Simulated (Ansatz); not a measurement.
in.yaml

```yaml
crystal:
  periodic: [false, false, false]
  atoms:
    - {symbol: Be, position_ang: [0.000000, 0.000000, -3.299809]}
    - {symbol: Mg, position_ang: [0.000000, 0.000000, -0.715095]}
    - {symbol: H, position_ang: [0.000000, 0.000000, 4.014905]}
basis:
  gaussian: {orbitals: cc-pVDZ}
magnetization: {spin_polarized: false, initial_magnetization: 1}
correlation: {method: fci, electrons: outside_noble_gas}
```

```sh
$ ansatz run in.yaml --threads 1 --pin off --events-out ev --progress --plain --max-ram 2393MiB
```

Log:

```
633 factors; integrals over basis functions are off by at most 2.1e-7 eV
mean field evaluation 1: about -5836.2077 eV, gradient 1.1e1 eV
mean field evaluation 2: about -5836.2225 eV, gradient 1.1e1 eV
mean field evaluation 4: about -5837.2000 eV, gradient 7.8e0 eV
mean field evaluation 8: about -5840.8336 eV, gradient 4.7e0 eV
mean field evaluation 16: about -5841.1952 eV, gradient 4.0e-3 eV
mean field evaluation 32: about -5836.8846 eV, gradient 2.8e0 eV
mean field -5841.19516743 eV, -214.6599630988 hartree, gradient 1.3e-6 eV, S^2 0.750000; 1 other end points of the search recorded, 0 dependent functions left out
mean field evaluation 64: about -5841.5431 eV, gradient 6.7e-1 eV
unrestricted determinant -5841.57071948 eV, -214.6737643821 hartree, S^2 1.4940
6 core orbitals not correlated: weight in the atoms' cores, before any rotation towards them, 1.000 or more for the frozen orbitals, at most 0.000 for the correlated occupied ones
reference -5841.19516743 eV, -214.6599630988 hartree; 3, 2 occupied and 28, 29 virtual orbitals, 633 factors
state -5843.64643684 eV, -214.7500455879 hartree
Total energy: -5843.64643684 eV, -214.7500455879 hartree
```

Ran on 1 thread of AMD EPYC 7B13, shared host: 4.8 s wall, 0.17 GiB peak host memory.
